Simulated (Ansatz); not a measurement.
Results of RPBE (Ansatz, a first-principles code, plane waves, PAW) for 2H MoTe2.

Numerical settings: plane-wave cutoff 520 eV, 12×12×4 k mesh (along the axes of the cell as run), Fermi–Dirac smearing 0.01 eV, no spin polarisation, scalar-relativistic PAW data made under PBE.

Cell (measured lattice):

```
CELL_PARAMETERS angstrom
     -1.75900    -3.04668     0.00000
     -1.75900     3.04668     0.00000
      0.00000     0.00000   -13.97400
ATOMIC_POSITIONS crystal
  Te 0.33333 0.66667 0.87900
  Te 0.66667 0.33333 0.37900
  Te 0.66667 0.33333 0.12100
  Te 0.33333 0.66667 0.62100
  Mo 0.33333 0.66667 0.25000
  Mo 0.66667 0.33333 0.75000
```

Task: Predict the band gap, smallest direct gap on the k points sampled and direct gap at Γ.

Result: 
- band gap = 0.73 eV
- smallest direct gap on the k points sampled = 1.04 eV
- direct gap at Γ = 2.91 eV

Measured, for comparison: band gap 1.06 ± 0.01 eV (4 K, zero-point motion not removed, indirect, absorption from ellipsometry, single crystal; as tabulated in Gulo et al. (2023), doi:10.1103/physrevmaterials.7.044001).

Note: cell and atoms aren't relaxed at this level (largest force component 0.26 eV/Å, pressure 4.9 GPa).

Spin–orbit coupling is not included; with these elements it can move the gap by several tenths of an eV or more.
